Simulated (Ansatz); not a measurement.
# How methods differ on SiH (SMILES [SiH])

SiH: 2 atoms, total charge 0, spin state doublet. As SMILES, `[SiH]`. The shape is that of a GFN2-xTB optimisation.

```xyz
2

Si    0.0000    0.0000    0.0000
H     0.0000    0.0000    1.5166
```

Quantity: the energy change with the Si1–H2 bond stretched from 1.517 to 1.896 Å, in eV. The values are calculated.

```json
{"level": "UPBE/3-21G", "kind": "GGA", "program": "Ansatz", "value (eV)": "0.37", "less FCI/3-21G": "+0.02"}
{"level": "U-r2SCAN/3-21G", "kind": "meta-GGA", "program": "Ansatz", "value (eV)": "0.43", "less FCI/3-21G": "+0.08"}
{"level": "U-r2SCAN0/3-21G", "kind": "hybrid meta-GGA", "program": "Ansatz", "value (eV)": "0.48", "less FCI/3-21G": "+0.13"}
{"level": "UBHLYP/3-21G", "kind": "global hybrid", "program": "Ansatz", "value (eV)": "0.52", "less FCI/3-21G": "+0.17"}
{"level": "UCAM-B3LYP/3-21G", "kind": "range-separated hybrid", "program": "Ansatz", "value (eV)": "0.49", "less FCI/3-21G": "+0.14"}
{"level": "UMP2/3-21G", "kind": "perturbation theory", "program": "Ansatz", "value (eV)": "0.48", "less FCI/3-21G": "+0.13"}
{"level": "UCCSD(T)/3-21G", "kind": "coupled cluster or CI", "program": "Ansatz", "value (eV)": "0.36", "less FCI/3-21G": "+0.01"}
{"level": "UCCSDTQ/3-21G", "kind": "coupled cluster or CI", "program": "Ansatz", "value (eV)": "0.35", "less FCI/3-21G": "0.00"}
{"level": "FCI/3-21G", "kind": "exact in the basis", "program": "Ansatz", "value (eV)": "0.35", "less FCI/3-21G": "0.00"}
```

FCI/3-21G is exact within its basis and frozen core, so for wave-function methods in that basis the difference is their error; functionals converge differently with the basis, so for them it is only a difference. The first shape isn't each level's own minimum. The values span 0.35 to 0.52 eV. All rows use very small basis sets, so even the best lies far from the true value.
